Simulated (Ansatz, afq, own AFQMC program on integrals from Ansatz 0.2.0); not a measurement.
**HCl + SiH2, singlet: a scan with AFQMC**

```yaml
atoms:
  - { symbol: Cl, position_ang: [-1.6216, 0.0265, 0.0000] }
  - { symbol: H, position_ang: [-0.3428, 0.0265, 0.0000] }
  - { symbol: Si, position_ang: [1.8804, 0.0265, 0.0000] }
  - { symbol: H, position_ang: [2.4926, -0.8478, 1.0900] }
  - { symbol: H, position_ang: [2.4926, -0.8478, -1.0900] }
```

A hydrogen atom is moved from one rigid fragment to the other; the Cl1–H2 distance tells how far. The two fragments are held close together, so this isn't a minimum-energy path and the start is a compressed complex. Energies in kcal/mol count from this geometry (1.279 Å) at the same level; the start stands on RHF, each point on the determinant named.

Basis cc-pVTZ. Only valence electrons are correlated. Ansatz 0.2.0 and our own AFQMC program on the same integrals; the CISD trial comes from CCSD amplitudes, and released means the phaseless constraint is let go. Uncertainties: one standard error, sampling alone.

Cautions, each for one point or more: (Q) is large, so the cluster series hasn't closed; (T) is large; cluster runs in doubt by the program's own checks; higher spins were not checked; restricted determinant unstable towards unrestricted; strong correlation.

```tsv
r(Cl1–H2) / Å	det.	T1	weight	CCSD(T)	ph-AFQMC/CISD	released AFQMC	CCSDT(Q)	wB97M-V	PBE0
1.503	RHF	0.012	0.83	8.8	8.9 ± 0.2	–	8.6	8.5	6.1
1.614	RHF	0.015	0.82	15.4	15.2 ± 0.2	14.8 ± 0.3*	14.9	15.6	11.4§
1.726	RHF	0.022	0.81	20.6	20.7 ± 0.2	20.1 ± 0.3*	19.7	22.3	15.7§
1.838	RHF	0.035	0.79	24.1	25.0 ± 0.2	–	22.7	26.4§	18.3§
2.062	RHF¶	0.072	0.71	28.6	33.4 ± 0.2	–	27.6	32.1§	24.0§
```

Weight is that of the determinant in the CISD state; at the start T1 is 0.011 and the weight 0.84. ¶ marks points with a poor determinant and no full CI, where no value is sure; they don't count among the departures. An asterisk marks released energies that aren't shown to be converged. A dash marks a missing value, a released energy that hasn't settled or a functional that sits on another state. § marks a functional whose ⟨S²⟩ is too high by over 0.1. Largest departures from CCSDT(Q), at the points where its series has closed: CCSD(T) 0.9 kcal/mol at 1.726 (on RHF), ph-AFQMC/CISD 1.0 kcal/mol at 1.726 (on RHF), wB97M-V 2.5 kcal/mol at 1.726. Functionals count only at points shown to share the start's state and spin.

Some points may be missing: those where a free walk finds a much lower state, and past Zn most of those on another determinant than at the start.

A walk keeps the symmetry of its determinant, which the program's search chose and which needn't be the lowest solution, so a lower state of the same spin and another symmetry isn't excluded.
